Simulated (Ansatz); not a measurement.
Run this with Ansatz 0.2.0 through its Python package and show what comes out.

Script `c4h8o2.py`:
```python
'''Electronic structure of the C4H8O2 molecule.'''

import sys

import ansatz as az
from ase import Atoms

atoms = Atoms(['C', 'C', 'O', 'C', 'O', 'C', 'H', 'H', 'H', 'H', 'H', 'H', 'H', 'H'], positions=[
    [0.2345, 1.7733, 0.1058],
    [-0.2228, 0.5141, 0.1201],
    [-1.5458, 0.35, 0.5103],
    [-1.9813, -1.0051, 0.5082],
    [0.5144, -0.601, -0.2184],
    [1.8668, -0.4165, -0.6156],
    [1.2417, 2.0459, -0.1764],
    [-0.4263, 2.5865, 0.3905],
    [-3.0274, -1.023, 0.8279],
    [-1.401, -1.6051, 1.2173],
    [-1.9284, -1.4329, -0.4987],
    [2.2871, -1.4006, -0.8435],
    [2.4583, 0.021, 0.1953],
    [1.9303, 0.1934, -1.5226],
])
mol = az.Crystal.molecule_from_ase(atoms)

job = mol.calculation().basis(gaussian='cc-pVDZ').functional('R2SCAN0')
try:
    rep = job.run().report
except az.AnsatzError as error:
    sys.exit(f'{type(error).__name__}: {error}')

print(f'E = {rep["free_energy_ev"]:.6f} eV = {rep["free_energy_ev"] / 27.211386246:.7f} Ha')
print('converged:', rep['converged'], ' doubts:', rep['published_state_doubts'] or 'none')

state = rep['mean_field']['state']
print(f'mean field: {state["energy"]["hartree"]:.7f} Ha, <S^2> = {abs(state["spin_squared"]):.4f}, stability: {state.get("stability", {}).get("kind")}')
```

```console
$ python c4h8o2.py
E = -8365.879715 eV = -307.4404089 Ha
converged: True  doubts: none
mean field: -307.4404089 Ha, <S^2> = 0.0000, stability: minimum
```

What to keep in mind:
- Total energies depend on the basis set; only differences at equal settings carry meaning.
- The geometry is a force-field or estimated start, not a minimum of this method, and the basis set is short of its limit.
- Hardware and time: 11 s on 1 thread of Intel(R) Xeon(R) Platinum 8259CL CPU @ 2.50GHz (Skylake/Cascade Lake) (shared host), peak memory 0.38 GiB.
